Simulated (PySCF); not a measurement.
## Converging MgAl⁺ in the basis (MP2)

PySCF, RHF reference; singlet, unpaired electrons none; De to Mg + Al⁺ without counterpoise correction. Frozen cores follow the default of each basis and core potential.

```
     basis     relativity  functions  Re (Å)  ωe (cm⁻¹)  De (eV)  frozen orbitals
     3-21G  no relativity         26   3.339        131     0.56                6
x2c-SVPall  spin-free X2C         36   3.220        166     0.74                6
   pcseg-2  no relativity         53   3.128        182     0.74                6
```

(1) How does each smaller set differ from the one with most functions, pcseg-2?

Correlated steps freeze 6 core orbitals. Correlated levels converge slowly with the basis: in double zeta they bind strong bonds too weakly, by up to about 1 eV, and carry superposition errors of some tenths. For an ion De counts to the pair picked by the measured ionisation energies or electron affinities, which need not be the lowest pair at this level. 3-21G is very small, so such numbers show the basis as much as the molecule.

Results:

(1) 3-21G: +21.1 pm, -28.0 % in ωe, -0.18 eV in De; x2c-SVPall: +9.2 pm, -8.8 % in ωe, +0.00 eV in De. All at MP2; the set with most functions is neither the basis-set limit nor always the best. The rows treat relativity differently, so the differences are not basis effects alone.
